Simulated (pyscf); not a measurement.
Structures and frequencies: ωB97X-D3(BJ)/def2-SVP in PySCF.

Task: For the elementary gas-phase step `[BH2][OH]` + `[FH]` → `[OH][BH][F]` + `[H][H]` (singlet surface; B–H, F–H broken, B–F, H–H formed), what barrier and reaction energy does r²SCAN/def2-TZVP give, measured from the separated reactants?

Result: ΔE‡ = 13.9 kcal/mol, ΔE = -35.9 kcal/mol. ωB97M-D3(BJ)/def2-TZVP gives 19.1 kcal/mol and -33.6 kcal/mol. Zero-point energy shifts the barrier by +0.5 kcal/mol. It is a four-centre exchange, with an imaginary mode of 1185i cm⁻¹. The same reactants have a lower exit, to H₂B–F + H₂O (barrier +10.5 kcal/mol at ωB97M-D3(BJ)/def2-TZVP, against +19.1 kcal/mol here). One saddle was located; it need not be the lowest between these sides.
